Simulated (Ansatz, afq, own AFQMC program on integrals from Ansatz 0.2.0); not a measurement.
AlNH2, triplet: AFQMC among the cluster methods

```xyz
4

Al    0.0000   -0.0849    0.6205
N     0.0000    0.0356   -1.1435
H     0.0000    1.3500    1.3538
H     0.0000    0.4271   -2.0731
```

Connectivity, by distances: AlH–NH.

Basis cc-pVDZ. Only valence electrons are correlated. Ansatz 0.2.0 and our own AFQMC program on the same integrals; the CISD trial comes from CCSD amplitudes, and released means the phaseless constraint is let go. Error bars are statistical, one sigma.

Determinant: ROHF, the one that the program's search chose, which needn't be the lowest solution. The geometry is a PBE0/def2-TZVP stationary point of this or a neighbouring charge and spin state.

No full CI on the walks' own integrals is used here; CCSDT(Q) serves as the reference and is uncertain by about the last step of the cluster series.

Cautions: another spin lies lower; the released energies move by 1.5 errors or more from one time to the next, so no released level is given (meV from the phaseless value at times in 1/Eh: -3 ± 3 at 0.24, -6 ± 3 at 0.51, -5 ± 3 at 0.99, -3 ± 4 at 1.62, -11 ± 3 at 2.40), though the last usable value meets CCSDT(Q) within the noise.

- T1 diagnostic: 0.0263
- weight of the determinant in the CISD state: 0.898
- size of the correlated space: 10 electrons in 36 orbitals

| level | correlation energy (eV) |
| --- | --- |
| MP2 | -5.0492 |
| CCSD | -5.7947 |
| CCSD(T) | -5.9331 |

(1) Estimate where phaseless AFQMC with the Hartree–Fock trial lies against CCSD(T) on the same integrals.

(1) 53.9 ± 25.7 meV below CCSD(T).

Reference: CCSDT(Q), correlation energy -5.974 eV.

| level | E − E(reference) (meV) | share of correlation (%) |
| --- | --- | --- |
| CCSD(T) | 41.1 | 99.31 |
| CCSDT | 11.8 | 99.80 |
| ph-AFQMC/HF | -12.8 ± 25.7 | 100.21 |
| ph-AFQMC/CISD | 10.5 ± 3.1 | 99.82 |

A walk keeps the symmetry of its determinant, which the program's search chose and which needn't be the lowest solution, so a lower state of the same spin and another symmetry isn't excluded.
